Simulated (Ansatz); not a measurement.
# SiC (quintet): the correlation ladder, cc-pVDZ

Aim: climb from Hartree-Fock through coupled cluster and multireference methods for SiC (quintet) at one geometry and basis, and see what each rung misses.

Method: cc-pVDZ, core rule «outside noble gas», up to 6 orbitals frozen; program: Ansatz 0.2.0, Gaussian basis.

To be run: UHF; CCSD(T) on ROHF; CCSD(T) on UHF; BCCD(T) on ROHF; CISD; CCSDT(Q) on ROHF; CCSDT(Q) on UHF; CISDTQ; CCSDTQ on ROHF; CCSDTQ on UHF; CASSCF and MRCISD+Q, 8 electrons in 8 orbitals; CASSCF and MRCISD+Q(relaxed), 8 electrons in 8 orbitals; CASSCF and NEVPT2, 8 electrons in 8 orbitals; Full CI.

6 further runs of the same task are left out: 6 set aside as unsound or not needed.

### 1 What is computed

The geometry is a PBE0/def2-TZVP stationary point (not a proven minimum) of the parent state, kept for this charge and spin.

2 atoms, charge 0, spin multiplicity 5.

Atoms are counted from 1 here; the program's logs count them from 0.

Bond lengths: Si1–C2 1.710 Å.

### 2 UHF

in.yaml reads:

```yaml
crystal:
  periodic: [false, false, false]
  atoms:
    - {symbol: Si, position_ang: [0.000000, 0.000000, 0.000000]}
    - {symbol: C, position_ang: [0.000000, 0.000000, 1.709998]}
basis:
  gaussian: {orbitals: cc-pVDZ}
magnetization: {spin_polarized: true, initial_magnetization: 4}
hamiltonian: {xc: hf}
output: {orbitals: {seedname: orbitals}}
```

Launch:

```console
> ansatz run in.yaml --threads 1 --pin off --events-out ev --progress --plain --max-ram 4096MiB --backend cpu
```

After this run come: CCSD(T) on ROHF; CCSD(T) on UHF; BCCD(T) on ROHF; CISD; CCSDT(Q) on ROHF; CCSDT(Q) on UHF; CISDTQ; CCSDTQ on ROHF; CCSDTQ on UHF; CASSCF and MRCISD+Q, 8 electrons in 8 orbitals; CASSCF and MRCISD+Q(relaxed), 8 electrons in 8 orbitals; CASSCF and NEVPT2, 8 electrons in 8 orbitals; Full CI.

Q: Predict the results of all the runs planned. Wanted: FCI below the RHF energy; RMP2 from FCI; UMP2 from FCI; RCCSD from FCI; RCCSD(T) from FCI; UCCSD(T) from FCI; RCCSDT(Q) from FCI; UCCSDT(Q) from FCI; NEVPT2 valence from FCI.

The runs gave:

| quantity | value |
| --- | --- |
| FCI below the RHF energy | -4.3355 eV |
| RMP2 from FCI | +108.8 kJ/mol |
| UMP2 from FCI | +110.8 kJ/mol |
| RCCSD from FCI | +17.5 kJ/mol |
| RCCSD(T) from FCI | +4.7 kJ/mol |
| UCCSD(T) from FCI | +4.7 kJ/mol |
| RCCSDT(Q) from FCI | +0.1 kJ/mol |
| UCCSDT(Q) from FCI | -0.1 kJ/mol |
| NEVPT2 valence from FCI | +75.3 kJ/mol |
| MRCISD+Q valence from FCI | +1.9 kJ/mol |
| MRCISD+Q(relaxed) valence from FCI | -3.3 kJ/mol |
| levels within 1 kcal/mol (43 meV) | RCCSDT, UCCSDT, CISDTQ, RCCSDT(Q), UCCSDT(Q), RCCSDTQ, UCCSDTQ, MRCISD+Q valence, MRCISD+Q(relaxed) valence |
| T1 diagnostic | 0.048 |
| effectively unpaired electrons | 4.07 |

In words: RCCSD(T) lands +4.7 kJ/mol from the yardstick (1.1 % of the correlation energy). MRCISD+Q(relaxed) valence falls below full CI: the +Q correction isn't variational, and the cores differ from full CI's. The occupations are near whole numbers, but T1 = 0.048 shows that the orbitals relax strongly. Of the multireference levels listed MRCISD+Q valence comes nearest in total energy (+1.9 kJ/mol), which doesn't show that its space is the better one. These misses are within one basis, not against nature; the frozen cores of restricted and unrestricted runs differ, which can shift their rows.
